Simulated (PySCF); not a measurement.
Geometry:
```json
{"atom": "O1", "x (Å)": "0.889", "y (Å)": "-0.628", "z (Å)": "-1.060"}
{"atom": "S2", "x (Å)": "0.149", "y (Å)": "-0.085", "z (Å)": "0.029"}
{"atom": "O3", "x (Å)": "0.520", "y (Å)": "-0.151", "z (Å)": "1.403"}
{"atom": "F4", "x (Å)": "-1.338", "y (Å)": "-0.588", "z (Å)": "-0.101"}
{"atom": "F5", "x (Å)": "-0.189", "y (Å)": "1.416", "z (Å)": "-0.309"}
```

Geometry: PBE0-D3(BJ)/def2-SVP; GIAO shifts from PySCF, gas phase, non-relativistic, averaged over equivalent atoms.

At PBE0/pcSseg-2 (187 basis functions, 12 s wall time on 1 thread of an Arm Neoverse V1, shared host):
```json
{"atoms": "O1/O3", "δ (ppm)": "236.5"}
{"atoms": "S2", "δ (ppm)": "335.2"}
{"atoms": "F4/F5", "δ (ppm)": "70.3"}
```

Referencing at the same level of theory: H2O for 17O (σref 328.15); 33S (σref 502.94) vs CS2; 19F (σref 175.81) against CFCl3.

**Question.** Estimate the result of repeating the calculation with BP86/pcSseg-2.

**Answer.** 
```tsv
atoms	δ at BP86/pcSseg-2	change
O1/O3	247.5	+11.0
S2	332.3	-2.9
F4/F5	56.3	-14.0
```

Referencing at the same level of theory: H2O for 17O (326.07 ppm); CS2 for 33S (494.72 ppm); 19F (143.94 ppm) against CFCl3.

The largest change is at F4/F5 (fluorine bonded to S). Cost: 187 basis functions, 15 s wall time on 1 thread of an Arm Neoverse V1, shared host.

Unscaled 19F shifts against computed CFCl3 carry errors that often reach 10 to 50 ppm. Experimental scales use liquid or dissolved standards, which lie at an offset from isolated H2O (liquid H2O: subtract about 36 ppm).
